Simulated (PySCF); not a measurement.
Species: NH3.
Cartesian coordinates in Å at the GFN2-xTB level; atoms count from 1:
```
atom  x, y, z in Å
N1     0.0056    0.0027    0.2693
H2     0.9245   -0.1961   -0.1068
H3    -0.6303   -0.7005   -0.0865
H4    -0.2895    0.8987   -0.0989
```

Method: PBE0/pcSseg-1 in PySCF (dipole) on a GFN2-xTB geometry, gas phase.

Masses are those of the commonest isotopes; rigid-rotor values at the optimised geometry. 

Problem. Give the principal moments of inertia and the rotational constants in GHz.

Solution. Ia = 1.68, Ib = 1.68, Ic = 2.69 u·Å²; 505379 MHz·u·Å²/I gives 300662, 300485 and 187609 MHz, that is A = 300.66, B = 300.48, C = 187.61 GHz.

Problem. What kind of rotor is it?

Solution. An oblate symmetric top, as the point group C3v requires two equal moments; the computed ones differ by 0.06 % because the geometry is symmetric only within the optimiser's tolerance; Ray's κ = 0.997.

Problem. Is it planar, by Δ = Ic − Ia − Ib?

Solution. Not planar: Δ = Ic − Ia − Ib = -0.67 u·Å². For a rigid frame Δ = −2 Σ m c², so Σ m c² = 0.33 u·Å² lies off the ab plane: 0.28 from hydrogen and 0.06 from heavier atoms. The atom farthest from that plane is 0.30 Å away.

Problem. Give the other two planar moments, Paa and Pbb, and the rms extents of the mass along the axes.

Solution. Paa = Σ m a² = (Ib + Ic − Ia)/2 = 1.35 and Pbb = Σ m b² = (Ia + Ic − Ib)/2 = 1.35 u·Å². With the mass M = 17.03 u, the rms extents √(P/M) along a, b and c are 0.28, 0.28, 0.14 Å.

Problem. Where do the R-branch lines fall?

Solution. The dipole of 1.74 D lies along the symmetry axis, so ΔK = 0 and J+1 ← J falls at 2B(J+1) for every K: 601.15 GHz, 1202.29 GHz, 1803.44 GHz, 2404.59 GHz, 3005.73 GHz for J = 0 to 4. Inversion tunnelling, which a rigid rotor lacks, splits the real lines of ammonia.

Problem. Estimate the classical rotational partition function at 298.15 K and 500 K.

Solution. Point group C3v, symmetry number σ = 3; q = (√π/σ)·√((kT/h)³/(ABC)), k/h = 20836.6 MHz/K: 70.3 at 298.15 K, 153 at 500 K.

Stationary, but not proved a minimum. Constants of a rigid frame at the computed geometry: no zero-point averaging, no centrifugal distortion.

Rough CPU time on one thread of a shared machine: under 1 s. This is the PBE0/pcSseg-1 job that gave the dipole, with the shieldings it also computed.
